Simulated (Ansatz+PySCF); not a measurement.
# singlet H₂OF(-) in separate pieces: levels of theory in one basis

```xyz
4

F     0.0000    0.0000    0.0000
O    30.0331   -0.0941    0.0660
H    30.5670    0.6546   -0.2188
H    29.1678    0.0985   -0.3092
```

Basis set: STO-3G (spherical functions). Left uncorrelated: 2 orbitals. Charge -1, multiplicity 1.

Computed with Ansatz (development build ahead of 0.2.0); each method stands on the lowest determinant of its kind that the runs found.

```tsv
method	E − E(RHF) (eV)	<S²> of the determinant
RHF	0.00	0.00
RHF-CCSD	-1.37	–
RHF-CCSD(T)	-1.37	–
full CI (lowest root of this spin)	-1.37	–
```

Task: What does RHF-MP2 give on the same scale?

Result: -0.98 eV.

Task: Is a single determinant a sound starting point here?

Result: By this sign, yes. Unrestricted orbitals gain 0.00 eV and <S²> is 0.00 against 0.00 for a pure state.

Caution: no diffuse functions for an anion.
